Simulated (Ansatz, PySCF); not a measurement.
Species: SiF3, charge 0, multiplicity 2. It need not be the lowest isomer of its formula. 
Coordinates optimised at B3LYP-D3(BJ)/def2-TZVP (Ansatz, a quantum-chemistry and plane-wave program):
```xyz
4

Si     0.2161     0.2098     0.2226
F     -0.7209    -0.7467     1.0769
F     -0.7144     1.1195    -0.6880
F      1.0991    -0.6990    -0.7351
```
Charge 0, spin multiplicity 2.


Property: enthalpy of formation at 298 K (from the atomisation energy, B3LYP-D3(BJ)/def2-TZVP harmonic zero-point and thermal terms from PySCF, and the atoms' enthalpies of formation in the G2/97 table, which holds older values for B and Si; no spin-orbit terms, and no core term in the frozen-core levels), in kJ/mol. Correlated levels leave the core frozen unless marked. Open shells are spin-unrestricted. Spin-orbit coupling is left out. Non-relativistic. The coupled-cluster limit lacks core correlation, which all-electron functionals hold. CBS marks a two-point X^-3 extrapolation of the correlation energy; Hartree-Fock from the larger set. [CCSD(T)-MP2]/basis is that difference in the basis named.

| level | program | enthalpy of formation at 298 K (kJ/mol) |
|---|---|---|
| HF/6-31G* | Ansatz | -495.5 |
| RI-HF/cc-pV(Q+d)Z | Ansatz | -569.5 |
| revPBE-D3(BJ)/def2-TZVPD | Ansatz + dftd3 | -949.3 |
| B97M-V/def2-TZVPD | Ansatz | -983.1 |
| B3LYP-D3(BJ)/def2-TZVPD | Ansatz + dftd3 | -965.8 |
| B3LYP-D4/def2-TZVPD | Ansatz + dftd4 | -966.8 |
| PBE0/STO-3G | Ansatz | -673.5 |

Problem. Estimate the value at RI-MP2/CBS(cc-pV(T+d)Z,cc-pV(Q+d)Z)+[CCSD(T)-MP2]/cc-pV(T+d)Z as computed with Ansatz.

Solution. -1004.1 kJ/mol
